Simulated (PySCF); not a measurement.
Atom-mapped SMILES (the numbers label the heavy atoms): `[CH:1]1=[CH:2][CH2:3]1` (H(Xn): hydrogen on atom n).

Geometry: PBE0-D3(BJ)/def2-TZVP; GIAO shifts from PySCF 2.14.0 with density-fitted response routines, gas phase, non-relativistic, averaged over equivalent atoms.

At wB97X-D/pcSseg-2 (164 basis functions, 7.2 s wall time on 1 thread of an Arm Neoverse V1, shared host):
```tsv
atoms	δ (ppm)
C1/C2	122.2
C3	4.0
H(C1)/H(C2)	7.46
H(C3)	1.07
```

δ = σ(ref) − σ, references computed at the same level: 13C (186.29 ppm) and 1H (31.63 ppm) against TMS.

**Question.** Estimate the result of repeating the calculation with KT3/pcSseg-2.

**Answer.** 
```csv
atoms,δ at KT3/pcSseg-2,change
C1/C2,109.9,-12.3
C3,5.6,+1.6
H(C1)/H(C2),7.14,-0.32
H(C3),1.08,+0.01
```

δ = σ(ref) − σ, references computed at the same level: 13C (σref 183.24) and 1H (σref 31.63) against TMS.

The largest change is at C1/C2 (alkene CH). Cost: 164 basis functions, 9.7 s wall time on 1 thread of an Arm Neoverse V1, shared host.
